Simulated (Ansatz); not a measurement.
Relative energies of SiN2H6 isomers

2 of its isomers, all singlets with charge 0: A = `N[SiH2]N`; B = `NN[SiH3]`.

Shapes, held fixed at every level: PBE0-D4/def2-TZVP. Flexible molecules stand in one conformer, not always the lowest. Programs: Ansatz 0.2.0.

Electronic energies in kJ/mol, without zero-point or thermal terms.

```csv
level,kind,B − A
HF/def2-TZVPP,Hartree–Fock,+247.2
SPW92/def2-TZVPP,LDA,+230.1
PBE-D4/def2-TZVPP,GGA,+227.9
r2SCAN-D4/def2-TZVPP,meta-GGA,+244.7
B3LYP-D4/def2-TZVPP,global hybrid,+237.2
B2PLYP/def2-TZVPP,double hybrid,+244.5
CCSD(T)/def2-SVP,coupled cluster or CI,+213.3
CCSD(T)/CBS estimate,coupled cluster or CI,+249.9
```

The highest level, CCSD(T)/CBS estimate, puts A lowest of these. All levels agree on that. The B − A difference spans +213.3 to +249.9 kJ/mol over the levels. The CBS estimate extrapolates MP2 from def2-TZVPP and def2-QZVPP and adds CCSD(T) − MP2 in the triple-zeta set, cores frozen.
